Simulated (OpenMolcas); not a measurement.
**How methods differ on AlHCl2 (SMILES [Cl][AlH][Cl])**

AlHCl2 has 4 atoms, charge 0, and is taken as a singlet. As SMILES, `[Cl][AlH][Cl]`. Geometry: a GFN2-xTB relaxation, a rough one for these elements and not checked as a minimum.

```xyz
4

Cl   -1.2355    0.6985    1.3817
Al    0.0743    0.0537   -0.0186
Cl   -0.1211   -1.6803   -1.0423
H     1.2823    0.9281   -0.3208
```

Each level gives the vertical energy of the triplet above the singlet (eV). The values are calculated.

```
                             level                kind     program  value (eV)  CPU time (all runs)
                         HF/STO-3G        Hartree–Fock  OpenMolcas        9.05                3.3 s
 HF/STO-3G, open shells restricted        Hartree–Fock  OpenMolcas        9.09                3.7 s
                      SVWN5/STO-3G                 LDA  OpenMolcas        7.62                9.1 s
                     r2SCAN/STO-3G            meta-GGA  OpenMolcas        7.87                 13 s
                      B3LYP/STO-3G       global hybrid  OpenMolcas        8.04                9.9 s
                CASPT2(2,2)/STO-3G      multireference  OpenMolcas           ?                3.1 s
                CASSCF(2,2)/STO-3G      multireference  OpenMolcas        9.54                3.7 s
                  MRCI(2,2)/STO-3G      multireference  OpenMolcas           ?                3.3 s
FCI/STO-3G, open shells restricted  exact in the basis  OpenMolcas        8.99              3.2 min
```

(1) Estimate what the levels marked ? give.

Results:

(1) As computed at these levels: CASPT2(2,2)/STO-3G: 9.39 eV; MRCI(2,2)/STO-3G: 9.06 eV. The values span 7.62 to 9.54 eV. A triplet this far above the singlet is often a Rydberg-like or dissociative state; sets without diffuse functions put Rydberg states too high. All rows use very small basis sets, so even the best lies far from the true value. CPU times are rough (shared hosts, several kinds of processor): they show what a rung costs within a factor of a few.
